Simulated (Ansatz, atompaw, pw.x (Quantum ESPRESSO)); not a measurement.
## titanium (Ti): one change to the PAW (atompaw) potential, in the atom and in the bcc crystal

- Element: titanium
- Generator: atompaw 4.2.0.5
- Type: PAW
- Functional: PBEsol
- Relativity: scalar-relativistic
- Frozen core: [Ne] 3s2
- Valence charge: 10
- Reference configuration: 3p6 3d2 4s2 4p0
- Partial waves: 4s (bound); 4s channel at 4.5 Ry; 3p (bound); 4p (bound, empty); 3d (bound); 3d channel at 4.9 Ry; 4f channel at 0.05 Ry
- Local potential: troulliermartins scheme with l = 4 at 0 Ry, radius 2.85 bohr
- Core correction: smooth core density matched at 1.80 bohr
- Augmentation charge: sinc compensation charge, radius 2.10 bohr; PAW radius 2.90 bohr; waves and projectors: bloechl

Change: local potential troulliermartins scheme with l = 4 at 0 Ry, radius 2.02 bohr.

Cutoffs, loose and tight: the cutoffs (Ry, on a coarse ladder) from which the occupation-weighted sum of valence levels, in a spherical-Bessel basis at the reference potential, stays within 10 and 1 mRy of its value at 400 Ry. They see the waves, projectors and local potential, not the compensation charge or the core.

Crystal test: bcc Ti in pw.x 7.5, no spin, 14³ k-points, Fermi–Dirac smearing 0.01 Ry, cutoffs set for each file from its atomic test. The reference is all-electron LAPW (Ansatz 0.2.0) with the same functional, mesh and smearing; V0 and B0 come from Birch–Murnaghan fits to the pressures at five volumes. Errors are pseudo minus all-electron; Δ is the rms difference of the E(V) curves that follow from these fits, minima aligned, over ±6 % about the mean V0. Mesh and smearing are coarse, so the numbers serve the comparison and aren't converged zero-temperature values; the lattice is a test structure that the element need not adopt.

All-electron: a0 = 3.218 Å (V0 = 16.66 Å³/atom), B0 = 110.7 GPa.

Task: Does the change bring the crystal closer to the all-electron result?

Result: The mean pressure error goes from -2.66 to -4.76 GPa, so the change moves the solid further from the all-electron pressures.

```csv
quantity,base,changed
outcome (atom),generated,generated
"cutoff, loose (atom)",21 Ry,30 Ry
"cutoff, tight (atom)",25 Ry,35 Ry
bound ghosts (atom),none,none
cutoffs in pw.x (Ry),40/400,45/450
a0 (Å),3.191,3.169
a0 error (%),-0.83,-1.51
B0 error (%),-1.0,-0.1
Δ (meV/atom),9.9,18.0
mean pressure error (GPa),-2.66,-4.76
```

Base: The largest radius (2.90 bohr) exceeds half the bond length (2.63 bohr), so the spheres overlap, which is one possible source of error among others. This is a poor potential for the solid. Changed file: The largest radius (2.90 bohr) exceeds half the bond length (2.63 bohr), so the spheres overlap, which is one possible source of error among others. This is a poor potential for the solid. The atomic cutoffs weigh occupied waves only.
